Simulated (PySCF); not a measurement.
Isomers of C3H4: computed energies against enthalpies of formation

**Experimental background.**

From Active Thermochemical Tables 1.112, for the gas at 0 K: enthalpy of formation of `C#CC` 192.89 ± 0.37 kJ/mol; enthalpy of formation of `C=C=C` 197.65 ± 0.36 kJ/mol.

The runs below try to reproduce these values; the comparison stands at the end.

Differences of these values give the isomerisation enthalpies. Geometries: PBE0-D3(BJ)/def2-SVP; runs in PySCF, gas phase, with a dispersion term only where the level names one. Total electronic energies (Eh):

```csv
SMILES,PBE0-D3(BJ)/def2-SVP
C#CC,-116.42185
C=C=C,-116.42490
```

Zero-point and thermal terms are left out, so the computed numbers are electronic energies.

## Comparison

Relative to `C#CC`, the lowest by measurement, in kJ/mol (measured: enthalpies at 0 K; computed: electronic energies):

```csv
SMILES,measured,PBE0-D3(BJ)/def2-SVP
C#CC,0.0,0.0
C=C=C,4.8,-8.0
```

Measured values: 192.89 kJ/mol (0 K; Active Thermochemical Tables 1.112) for the first row; the others come from the same table. Unsigned miss: PBE0-D3(BJ)/def2-SVP 12.8 kJ/mol. PBE0-D3(BJ)/def2-SVP puts another isomer lowest. Where a level misses, the cause wasn't examined.
